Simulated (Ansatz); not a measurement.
`C=C/C=C\F`, charge 0, multiplicity 1.

Give a relaxed structure at PBE0-D4/def2-TZVP (the Gaussian-basis code of Ansatz). (Estimate.)

Computed: 
```xyz
10

C     1.626   -0.878    0.148
C     0.520   -0.207    0.466
C    -0.487    0.183   -0.496
C    -1.598    0.852   -0.210
F    -1.899    1.239    1.033
H     2.356   -1.152    0.899
H     1.834   -1.175   -0.875
H     0.342    0.075    1.500
H    -0.340   -0.082   -1.538
H    -2.354    1.146   -0.928
```
Point group Cs.
This is one stationary point; other conformers may exist.
